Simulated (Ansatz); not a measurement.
Li₂Al⁺ (the lowest singlet isomer of a short search) was relaxed with PBE-D4 (def2-TZVP) in Ansatz in these states: charge +1 quintet, charge +1 singlet, charge +1 triplet. The geometries follow in no particular order.

A:

Cartesian coordinates in Å:
```
Al 0.0000 0.0000 0.0000
Li 0.1859 1.6832 -2.2024
Li -0.1859 -1.6833 2.2023
```

B:

Cartesian coordinates in Å:
```
Al -0.4590 0.9323 -0.4773
Li -1.8064 -1.4223 0.3288
Li 2.2654 0.4899 0.1484
```

C:

```csv
atom,x (Å),y (Å),z (Å)
Al1,1.2006,0.1916,0.1269
Li2,-0.8789,1.9830,-0.5656
Li3,-0.3217,-2.1745,0.4387
```

**Question.** Judge from the bond lengths which geometry belongs to which state (an estimate).

**Answer.** A is the charge +1 singlet (Al1–Li3 2.778 Å, Al1–Li2 2.778 Å); B is the charge +1 quintet (Al1–Li3 2.830 Å, Al1–Li2 2.830 Å); C is the charge +1 triplet (Al1–Li3 2.831 Å, Al1–Li2 2.831 Å).
